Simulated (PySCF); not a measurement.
## Computed spin Hamiltonian

C₄H₅NO (charge -1 and doublet state).
Structure used (GFN2-xTB), in Å, numbered top down from 1:
```xyz
11
C4H5NO angstrom
C     -1.484   -0.249   -0.018
C     -0.012    0.008    0.016
C      0.616    1.274    0.132
O      2.019    1.039    0.104
N      2.235   -0.380    0.105
C      1.005   -0.922    0.061
H     -1.690   -1.239   -0.432
H     -1.994    0.498   -0.634
H     -1.931   -0.205    0.984
H      0.323    2.179   -0.395
H      0.918   -2.000    0.051
```

As a line formula: `CC1=CO[N][CH-]1` [radical] (charge -1).

Method: PySCF 2.14.0, UKS B3LYP, pcH-1 on C H N O, non-relativistic, mean-field spin-orbit, GIAO. Whether the extra electron is bound in the gas phase wasn't checked; a finite basis holds it in any case. Couplings are sensitive to structure, and on GFN2-xTB geometries they can be far from those on DFT ones, by a factor of two or more for some ions and for spin on atoms past the first row. No stability test was run, so a lower SCF solution isn't excluded.

- g1, g2, g3: 2.00192, 2.00468, 2.00542
- g_iso: 2.00401
- Form of g: rhombic: the two nearest values differ by 21 % of g3 − g1
- ⟨S²⟩: 0.7635 (exact 0.7500)
- HOMO–LUMO gap, α and β orbitals: 2.40, 5.48 eV
- Total energy: -285.32356 Eh

Isotropic coupling and dipolar principal values T1 to T3, in MHz; ρ(0) is the spin density at the nucleus:

```tsv
atom	isotope	a_iso	T1	T2	T3	Mulliken spin population	ρ(0) (bohr⁻³)
C1	13C	-1.4	-0.9	0.1	0.8	0.00	-0.0013
C2	13C	-3.1	-6.0	-5.1	11.0	0.01	-0.0028
C3	13C	126.0	-39.1	-37.3	76.4	0.48	0.1121
O4	17O	-37.5	-78.7	38.4	40.3	0.15	0.0619
N5	14N	16.3	-17.7	-17.0	34.8	0.32	0.0503
C6	13C	-10.6	-2.1	0.0	2.1	0.00	-0.0094
H7	1H	-1.5	-1.9	-1.1	3.0	0.00	-0.0003
H8	1H	4.7	-1.8	-1.4	3.2	0.01	0.0010
H9	1H	9.1	-2.4	-1.0	3.4	0.02	0.0020
H10	1H	38.0	-17.8	-0.8	18.6	0.01	0.0085
H11	1H	-3.6	-2.9	-1.5	4.4	0.00	-0.0008
```

The Mulliken spin populations are largest on C3 (+0.48), N5 (+0.32) and O4 (+0.15).

The SMILES `CC1=CO[N][CH-]1` draws the unpaired electron on N5, whose computed spin population is only +0.32.

Axes: g2 points within 13° of the C3–O4 bond and g3 points within 10° of the O4–N5 bond.

Under fast tumbling the dipolar parts average out, and these isotropic splittings remain: 1 × 1H (H10, I = 1/2, 2 lines) with 1.36 mT, 1 × 14N (N5, I = 1, 3 lines) with 0.58 mT, 3 × 1H (H7/H8/H9, I = 1/2, 4 lines) with 0.15 mT and 1 × 1H (H11, I = 1/2, 2 lines) with 0.13 mT.

Class means assume fast exchange of nuclei equivalent by connectivity; if that motion is slow, each nucleus keeps its own coupling. The three 1H nuclei of mean +4.1 MHz run from -1.5 to 9.1 MHz in the frozen geometry.

The 13C coupling of C3 (126.0 MHz) shows only in satellite lines or after enrichment, since that isotope makes up about 1.07 % of natural carbon.

The 17O coupling of O4 (-37.5 MHz) shows only in satellite lines or after enrichment, since that isotope makes up about 0.038 % of natural oxygen.

The spin density at the nucleus, in bohr⁻³, is negative for C6 (-0.0094), C2 (-0.0028) and C1 (-0.0013), for instance. A restricted open-shell determinant has no negative spin density anywhere; here it arises because α and β orbitals differ (spin polarisation).
